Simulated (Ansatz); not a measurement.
A nudged elastic band was laid between two geometries of C2H4OS + FH (10 atoms, charge 0, multiplicity 1).

Method: Ansatz, RKS BHLYP-D4/cc-pVDZ.

```yaml
movable_images: 5
climbing_image: yes
spring: 5.0 eV/Å²
optimiser: quadratic models (default)
start_path: through a guess of the saddle point
force_threshold: 0.05 eV/Å
iteration_limit: 60
end_points: relaxed
```

First end point:

```xyz
10
Properties=species:S:1:pos:R:3
H 0.956 0.331 1.144
C 0.744 -0.564 0.559
C -0.340 -0.253 -0.430
S -0.867 -1.644 -1.409
O -0.829 0.837 -0.580
H -0.222 2.026 0.466
F 0.256 2.475 1.131
H 0.431 -1.386 1.209
H 1.641 -0.886 0.021
H -1.770 -0.936 -2.112
```

Last end point:

```xyz
10
Properties=species:S:1:pos:R:3
H 0.194 0.923 1.585
C 0.815 -0.741 0.358
C -0.114 -0.371 -0.534
S -1.218 -1.551 -1.250
O -0.301 0.866 -1.007
H 0.072 1.498 -0.380
F 0.233 1.844 1.478
H 0.856 -1.761 0.713
H 1.612 -0.061 0.636
H -2.150 -0.646 -1.598
```

Q: Which bonds break or form, and what moves?

A: Bonds broken: H1–C2, H6–F7. Bonds formed: H1–F7, O5–H6.

Q: Give the energies along the band, and the barrier.

A: It converged. The highest image is number 4 of 0 to 6, 1.81 eV above the first end and 0.71 eV above the last; the last end lies 1.10 eV above the first. Neighbouring images differ by up to 1.5 eV, so the band resolves the path poorly. A vibrational analysis at the climbing image gives one clearly imaginary mode, 1610i cm⁻¹: a first-order saddle point. The orbitals stay closed-shell, which can raise the energy where a bond breaks towards radicals; this wasn't checked here.

```
image  path coordinate (Å)  energy (eV)  H1–C2 (Å)  H6–F7 (Å)  H1–F7 (Å)
    0                 0.00         0.00       1.09       0.93       2.26
    1                 0.58         0.01       1.09       0.93       2.27
    2                 1.17         0.03       1.09       0.93       2.26
    3                 1.75         0.34       1.10       0.97       1.79
    4                 2.33         1.81       1.36       1.36       1.20
    5                 2.83         1.22       1.83       1.70       0.95
    6                 3.34         1.10       2.16       1.90       0.93
```

Q: What is the geometry of the highest image?

A: 
```xyz
10
Properties=species:S:1:pos:R:3:forces:R:3
H 0.417 0.577 1.264 0.00 -0.02 0.00
C 0.716 -0.560 0.574 -0.01 0.01 -0.03
C -0.191 -0.276 -0.470 0.02 -0.01 0.03
S -1.168 -1.527 -1.183 -0.01 0.00 0.00
O -0.393 0.923 -0.865 0.00 0.00 0.00
H -0.066 1.526 -0.062 -0.01 0.00 -0.02
F 0.257 1.762 1.238 0.00 0.01 0.02
H 0.711 -1.575 0.956 0.00 0.00 0.00
H 1.714 -0.161 0.382 0.00 0.00 0.00
H -1.998 -0.690 -1.834 0.00 0.00 0.00
```

Time of the run: 100 s on 2 threads of Intel(R) Xeon(R) 6975P-C (Granite Rapids), on a shared host, peak memory 0.25 GiB.
